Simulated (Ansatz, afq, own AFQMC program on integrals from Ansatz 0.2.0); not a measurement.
**BNH2, triplet in cc-pVDZ, levels against CCSDT(Q)**

```xyz
4

B     0.0000   -0.4182    0.7026
N     0.0000    0.1858   -0.5333
H     0.0000    0.7917    0.8180
H     0.0000    1.1117   -0.9421
```

Connectivity, by distances: BH–NH.

Basis cc-pVDZ. Noble-gas cores (and the filled d shells of Ga–Kr and In–Xe) are frozen. Integrals, coupled cluster, full CI and functionals: Ansatz 0.2.0; the random walks run on the same integrals in our own AFQMC program. ph-AFQMC/CISD is guided by a CISD state made of CCSD amplitudes; releasing the constraint for a short imaginary time cuts its bias at the price of noise, slowly where states lie close. Error bars are statistical, one sigma.

Determinant: ROHF, the one that the program's search chose, which needn't be the lowest solution. The geometry is a point of a scan.

No full CI on the walks' own integrals is used here; CCSDT(Q) serves as the reference and is uncertain by about the last step of the cluster series.

Cautions: lower spins were not checked.

- T1 diagnostic: 0.0338
- weight of the determinant in the CISD state: 0.881
- size of the correlated space: 10 electrons in 36 orbitals

| level | correlation energy (eV) |
| --- | --- |
| MP2 | -6.1617 |
| CCSD | -6.7996 |
| CCSD(T) | -7.0443 |

(1) Estimate where phaseless AFQMC with the Hartree–Fock trial lies against CCSD(T) on the same integrals.

(1) 2.23 ± 1.59 kcal/mol below CCSD(T). The gap is under twice the noise, so this walk alone can't tell the two apart.

Reference: CCSDT(Q), correlation energy -7.094 eV. The released energy is read at 2.40 1/Eh (meV from the phaseless value at times in 1/Eh: 3 ± 15 at 0.24, -14 ± 14 at 0.51, -18 ± 18 at 0.99, -31 ± 15 at 1.62, -25 ± 16 at 2.40).

| level | E − E(reference) (kcal/mol) | share of correlation (%) |
| --- | --- | --- |
| CCSD(T) | 1.15 | 99.30 |
| CCSDT | 0.46 | 99.72 |
| ph-AFQMC/HF | -1.08 ± 1.59 | 100.66 |
| ph-AFQMC/CISD | 0.52 ± 0.35 | 99.68 |
| released AFQMC | -0.05 ± 0.37 | 100.03 |

A walk keeps the symmetry of its determinant, which the program's search chose and which needn't be the lowest solution, so a lower state of the same spin and another symmetry isn't excluded. Released energies are given only where the last usable release times agree within the noise; a slower fall can still hide under it.
